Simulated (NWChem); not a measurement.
System: hydrogen sulfide (H2S); SMILES S

Output (shortened):

```
             Northwest Computational Chemistry Package (NWChem) 7.3.0
             --------------------------------------------------------

 C2V symmetry detected

                             Geometry "geometry" -> ""
                             -------------------------

 Output coordinates in angstroms (scale by  1.889725989 to convert to a.u.)

  No.       Tag          Charge          X              Y              Z
 ---- ---------------- ---------- -------------- -------------- --------------
    1 S                   16.0000     0.00000000     0.00000000     0.10399967
    2 H                    1.0000     0.97147800     0.00000000    -0.83199733
    3 H                    1.0000    -0.97147800     0.00000000    -0.83199733

 Effective nuclear repulsion energy (a.u.)      12.8249127440

      Symmetry information
      --------------------

 Group name             C2v
 Group number             16
 Group order               4
 No. of unique centers     2

  pbe96 is a nonlocal functional; adding pw91lda local functional.

                                 NWChem DFT Module
                                 -----------------

 Summary of "ao basis" -> "ao basis" (spherical)
 ------------------------------------------------------------------------------
       Tag                 Description            Shells   Functions and Types
 ---------------- ------------------------------  ------  ---------------------
 S                         def2-tzvpd               16       46   6s6p3d1f
 H                         def2-tzvpd                5        9   3s2p

      Symmetry analysis of basis
      --------------------------

        a1         27
        a2          6
        b1         18
        b2         13

            General Information
            -------------------
          SCF calculation type: DFT
          Wavefunction type:  closed shell.
          No. of atoms     :     3
          No. of electrons :    18
           Alpha electrons :     9
            Beta electrons :     9
          Charge           :     0
          Spin multiplicity:     1
          Use of symmetry is: on ; symmetry adaption is: on
          Maximum number of iterations: 150
          AO basis - number of functions:    64
                     number of shells:    26
          Convergence on energy requested:  1.00D-06
          Convergence on density requested:  1.00D-05
          Convergence on gradient requested:  5.00D-04

              XC Information
              --------------
          PerdewBurkeErnzerhof Exchange Functional  1.000
            Perdew 1991 LDA Correlation Functional  1.000 local
           PerdewBurkeErnz. Correlation Functional  1.000 non-local

             Grid Information
             ----------------
          Grid used for XC integration:  medium
          Radial quadrature: Mura-Knowles
          Angular quadrature: Lebedev.
          Tag              B.-S. Rad. Rad. Pts. Rad. Cut. Ang. Pts.
          ---              ---------- --------- --------- ---------
          S                   1.00       88          10.0       590
          H                   0.35       45           9.0       434
          Grid pruning is: on
          Number of quadrature shells:   133
          Spatial weights used:  Erf1

      Superposition of Atomic Density Guess
      -------------------------------------

 Sum of atomic energies:        -398.47929817

      Non-variational initial energy
      ------------------------------

 Total energy =    -398.630178
 1-e energy   =    -575.515333
 2-e energy   =     164.060242
 HOMO         =      -0.321724
 LUMO         =       0.046315

      Symmetry analysis of molecular orbitals - initial
      -------------------------------------------------

  Numbering of irreducible representations:

     1 a1          2 a2          3 b1          4 b2

  Orbital symmetries:

     1 a1          2 a1          3 b1          4 a1          5 b2
     6 a1          7 b1          8 a1          9 b2         10 a1
    11 b1         12 b1         13 a1         14 b2         15 a1
    16 a1         17 a2         18 b2         19 b1

     ---------------------------------------------
      Total Density - Mulliken Population Analysis
     ---------------------------------------------

    Atom       Charge   Shell Charges
 -----------   ------   -------------------------------------------------------
    1 S   16    16.58   2.01  0.49  1.48  1.07  0.82  0.03  4.18  1.69  0.91  2.48  1.34  0.03  0.02  0.03  0.01  0.00
    2 H    1     0.71   0.19  0.40  0.08  0.02  0.01
    3 H    1     0.71   0.19  0.40  0.08  0.02  0.01

   convergence    iter        energy       DeltaE   RMS-Dens  Diis-err
 ---------------- ----- ----------------- --------- --------- ---------
 d= 0,ls=0.0,diis     1   -399.2062353683 -4.12D+02  6.40D-03  5.78D-01
 d= 0,ls=0.0,diis     2   -399.2151842784 -8.95D-03  4.39D-03  7.82D-02
 d= 0,ls=0.0,diis     3   -399.2171413675 -1.96D-03  2.24D-03  7.00D-02
 d= 0,ls=0.0,diis     4   -399.2283036872 -1.12D-02  3.06D-04  5.49D-04
 d= 0,ls=0.0,diis     5   -399.2283735137 -6.98D-05  4.95D-05  3.88D-05
  Resetting Diis
 d= 0,ls=0.0,diis     6   -399.2283777207 -4.21D-06  3.69D-06  7.80D-08
 d= 0,ls=0.0,diis     7   -399.2283777331 -1.24D-08  1.72D-06  4.79D-09

         Total DFT energy =     -399.228377733137
      One electron energy =     -576.606068855906
           Coulomb energy =      190.766784058059
    Exchange-Corr. energy =      -26.214005679286
 Nuclear repulsion energy =       12.824912743995

 Numeric. integr. density =       18.000000096676

                  Occupations of the irreducible representations
                  ----------------------------------------------

[...]
```

Level: PBE/def2-TZVPD. Geometry: optimised at PBE0/def2-SVP.

**Question.** Reconstruct the input file.

**Answer.** One answer among several that fit: the input that was run:
```
start job
memory heap 200 mb stack 900 mb global 1100 mb
geometry units angstroms noautoz
  S      0.000000     0.000000     0.113581
  H      0.971478     0.000000    -0.822416
  H     -0.971478     0.000000    -0.822416
end
basis spherical
  * library def2-tzvpd
end
dft
  xc xpbe96 cpbe96
  iterations 150
  mulliken
end
task dft energy
```
